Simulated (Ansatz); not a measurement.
Relaxing Ba2Cu

The calculation used Ansatz, DFT PBE, scalar-relativistic, plane waves, PAW. Cutoff 420 eV, Γ-centred k mesh, Gaussian smearing, no spin polarisation in the final step.

Ba2Cu was placed on the sites of a reported TbCd2 cell (P6/mmm, No. 191), with Cu in place of Tb, Ba in place of Cd, at a guessed volume.

```yaml
crystal:
  lattice:
    - [5.11572, 0.00000, 0.00000]
    - [-2.55786, 4.43035, 0.00000]
    - [0.00000, 0.00000, 3.59822]
  atoms:
    - { symbol: Ba, position: [0.33333, 0.66667, 0.50000] }
    - { symbol: Ba, position: [0.66667, 0.33333, 0.50000] }
    - { symbol: Cu, position: [0.00000, 0.00000, 0.00000] }
```

Cell and atoms relax at zero pressure; the relaxation can't lower the symmetry of the start. After a coarse first stage the cell is made exact in the group found at 0.06 Å.

The zero of energy is the elements' standard structures at the same level; no fitted shifts are applied.

(1) What does it relax into?

(2) What are its volume, energy, density and gap?

## Answers

(1) It keeps P6/mmm (No. 191). Conventional cell: a = 5.757 Å, c = 3.608 Å. Ba is coordinated by 3 Ba at 3.32 Å, 2 Ba at 3.61 Å and 6 Cu at 3.78 Å; around Cu lie 2 Cu at 3.61 Å and 12 Ba at 3.78 Å.

Space group P6/mmm (No. 191). a = 5.757 Å, b = 5.757 Å, c = 3.608 Å, α = 90.00°, β = 90.00°, γ = 120.00°
```json
{"atom": "Ba", "site": "2d", "symmetry": "-6m2", "x": "0.3333", "y": "0.6667", "z": "0.5000"}
{"atom": "Cu", "site": "1a", "symmetry": "6/mmm", "x": "0.0000", "y": "0.0000", "z": "0.0000"}
```

(2) The volume per atom is 34.52 Å³. The density is 5.42 g/cm³ and the energy over the elements is 0.48 eV/atom. The gap on the 12×12×14 mesh is 0 eV (a metal).

The final run used a 12×12×14 mesh on its 3-atom cell and 0.10 eV smearing. The k mesh leaves about 4 meV/atom of noise in metals. A structure relaxed within its symmetry needn't be a true minimum.

Cost: 3 runs of about 2.7 core-minutes in all, on Arm Neoverse V1 (shared hosts).